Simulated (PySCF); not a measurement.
Z-matrix (Å, degrees):
```
S
H 1 1.3457
```
Charge 0, spin multiplicity 2.

**Question.** What is the computed highest occupied spin orbital, total energy and dipole moment (r2SCAN-D4/def2-TZVP (PySCF))?

**Answer.** 
| Property | Value |
|---|---|
| highest occupied spin orbital | -6.40 eV |
| total energy | -10849.84 eV |
| dipole moment | 0.91 D |
